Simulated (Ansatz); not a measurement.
# How far each method lies from full CI for HF⁺, doublet

Geometry: that of the HF, singlet, kept fixed.

```yaml
atoms:
  - { symbol: F, position_ang: [0.0000, 0.0000, 0.0000] }
  - { symbol: H, position_ang: [0.0000, 0.0000, 0.9200] }
```

Basis cc-pVDZ; Ansatz 0.2.0. Correlated methods freeze the noble-gas cores, which leaves 7 electrons in 18 orbitals. R marks a restricted (for open shells ROHF) determinant, U an unrestricted one. Active spaces: valence = (7e, 5o) chosen from the atoms' valence shells.

Full CI is exact within this basis and frozen core; it isn't the basis-set limit. The frozen core follows each run's orbitals, which can shift R against U totals by a few meV.

For open shells CISD and CISDTQ are restricted-active-space CI with the open shells as a complete middle space.

- UHF ⟨S²⟩: 0.753
- T1 diagnostic (RCCSD): 0.0105
- largest doubles amplitude (RCCSD): 0.040
- T1 diagnostic (UCCSD): 0.0059

```json
{"level": "UHF", "E − E(RHF) (eV)": "-0.1111"}
{"level": "RMP2", "E − E(RHF) (eV)": "-4.1254"}
{"level": "UMP2", "E − E(RHF) (eV)": "-4.1245"}
{"level": "RCCSD", "E − E(RHF) (eV)": "-4.4753"}
{"level": "UCCSD", "E − E(RHF) (eV)": "-4.4769"}
{"level": "RCCSD(T)", "E − E(RHF) (eV)": "-4.5175"}
{"level": "UCCSD(T)", "E − E(RHF) (eV)": "-4.5185"}
```

Problem. Estimate how far full CI in cc-pVDZ lies from RCCSD(T). The table doesn't fix it; the size of (T) and the diagnostics are the guide.

Solution. Full CI in cc-pVDZ lies 0.16 kcal/mol below RCCSD(T), which is 16 % of the (T) step (-0.97 kcal/mol). The diagnostics are small and one determinant leads, so the series closes fast and only a small part of (T) is left.

The other levels:

```json
{"level": "CISD", "E − E(full CI) (kcal/mol)": "3.21", "share of correlation (%)": "96.93", "wall time": "0.45 s"}
{"level": "BCCD(T)", "E − E(full CI) (kcal/mol)": "0.15", "share of correlation (%)": "99.85", "wall time": "0.36 s"}
{"level": "RCCSDT", "E − E(full CI) (kcal/mol)": "0.07", "share of correlation (%)": "99.94", "wall time": "–"}
{"level": "UCCSDT", "E − E(full CI) (kcal/mol)": "0.04", "share of correlation (%)": "99.96", "wall time": "–"}
{"level": "CISDTQ", "E − E(full CI) (kcal/mol)": "0.05", "share of correlation (%)": "99.95", "wall time": "1.8 s"}
{"level": "RCCSDT(Q)", "E − E(full CI) (kcal/mol)": "0.00", "share of correlation (%)": "100.00", "wall time": "2.2 s"}
{"level": "UCCSDT(Q)", "E − E(full CI) (kcal/mol)": "-0.02", "share of correlation (%)": "100.02", "wall time": "2 s"}
{"level": "RCCSDTQ", "E − E(full CI) (kcal/mol)": "0.00", "share of correlation (%)": "100.00", "wall time": "12 s"}
{"level": "UCCSDTQ", "E − E(full CI) (kcal/mol)": "-0.02", "share of correlation (%)": "100.02", "wall time": "12 s"}
{"level": "CASSCF (valence space)", "E − E(full CI) (kcal/mol)": "90.30", "share of correlation (%)": "13.45", "wall time": "–"}
{"level": "NEVPT2 (valence space)", "E − E(full CI) (kcal/mol)": "12.32", "share of correlation (%)": "88.19", "wall time": "0.12 s"}
{"level": "MRCISD (valence space)", "E − E(full CI) (kcal/mol)": "2.36", "share of correlation (%)": "97.73", "wall time": "–"}
{"level": "MRCISD+Q (valence space)", "E − E(full CI) (kcal/mol)": "0.06", "share of correlation (%)": "99.94", "wall time": "0.36 s"}
```

The correlation energy at full CI, counted from RHF, is -4.524 eV. That run took 3.9 s on 1 thread of Arm Neoverse V1, shared host over 624,320 determinants.

Times hold each run's SCF and search for its determinant on a shared host, so for small cases they say little of a method's own cost; they ran on 1 thread of Arm Neoverse V1.

The full-CI state has the irrep B2 of C2v, in the program's axes (one component, if the state is degenerate).

Natural occupations of full CI about the gap: 1.987 1.981 1.973 0.996 0.021 0.012 0.007 0.005 0.004 0.003; effectively unpaired electrons, Σ n²(2−n)², 1.01.
